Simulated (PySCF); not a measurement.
## Relaxation of doublet NH₄

Computed with UPBE0/[N def2-TZVP, H def2-TZVP], no relativity, density fitting, PySCF. A (50,194) grid was used.

A hand-made see-saw start, of C2v symmetry, held to at least that symmetry:

```xyz
5
charge 0 multiplicity 2, angstrom
N     0.0000    0.0000   -0.0809
H     0.0000    1.0261    0.0089
H     0.0000   -1.0261    0.0089
H     0.8117    0.0000    0.5532
H    -0.8117    0.0000    0.5532
```

Optimiser trace:
```tsv
step	E − E(last) (kJ/mol)	largest gradient (Eh/bohr)
0	212.40	0.10650
1	84.61	0.03781
2	53.03	0.00910
3	49.36	0.01393
4	44.03	0.01754
5	33.30	0.02281
6	15.99	0.03399
7	1.22	0.00620
8	0.21	0.00255
9	0.04	0.00262
10	0.00	0.00020
11	0.00	0.00009
```

It ends at Td with N–H 1.053 Å (×4); H–N–H 109.5° (×6). A frequency run shows a minimum.

Final geometry:
Coordinates in bohr (charge 0 multiplicity 2):
```
N     0.0000    0.0000    0.0000
H     0.0000    1.6250   -1.1490
H     0.0000   -1.6250   -1.1490
H     1.6250    0.0000    1.1491
H    -1.6250    0.0000    1.1490
```

The relaxation took 17 s on 2 threads of a shared Arm Neoverse N1 host, with 55 basis functions and 13 gradients; the process peaked at 0.45 GiB. Launch command: `OMP_NUM_THREADS=2 python axn.py task.json out`.
